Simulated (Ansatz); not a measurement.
`C[Si]O` + H₂ → `O[SiH]` + CH₄ at 400 K and 1 bar (hydrogenolysis of the Si–C bond).

Isolated molecules relaxed with PBE0-D4/def2-TZVP in Ansatz; ΔE leaves out vibrations. CCSD(T)/CBS is extrapolated from def2-TZVPP and def2-QZVPP, frozen cores. One conformer a species, not always the lowest.

```tsv
species	CCSD(T)/CBS energy (Eh)	H − E (kJ/mol)	S (J/(mol·K))
`C[Si]O`	-404.71104	153.0	313.4
H₂	-1.17463	38.0	139.0
`O[SiH]`	-365.43384	70.5	255.7
CH₄	-40.45885	131.3	197.2
```

H − E and S are ideal-gas, rigid-rotor, harmonic terms from PBE0-D4/def2-TZVP, for one conformer and one mirror image of each species. 1 Eh = 2625.50 kJ/mol, R = 8.31446 J/(mol·K).

**Question.** By hand: ΔE, ΔH, ΔS and ΔG.

**Answer.** ΔE = (-365.43384) + (-40.45885) − (-404.71104) − (-1.17463) = -0.00702 Eh = -18.4 kJ/mol. Δ(H − E) = 70.5 + 131.3 − 153.0 − 38.0 = 10.8, so ΔH = -7.6 kJ/mol. ΔS = 255.7 + 197.2 − 313.4 − 139.0 = 0.5 J/(mol·K). ΔG = -7.6 − 400 × (0.5)/1000 = -7.8 kJ/mol.

**Question.** By hand: the equilibrium constant, and the temperature at which ΔG would vanish if ΔH and ΔS stayed fixed.

**Answer.** log₁₀ K = −ΔG/(RT ln 10) = 1.0. ΔH and −TΔS have one sign here, so there is no such temperature.

The number of gas molecules stays the same, so ΔS is small and ΔH decides. A doubt of 5 kJ/mol in ΔE shifts log₁₀ K by 0.7 here. Other conformers and mirror images would add mixing entropy, several J/(mol·K) or more a flexible species. These are equilibria of isolated gas molecules and say nothing of rates. Largest T1 diagnostic: 0.016 (customary marks: 0.02 for closed shells, 0.045 for open ones).

ΔS is within the doubt of such terms, so its sign, and with it that verdict, could turn.
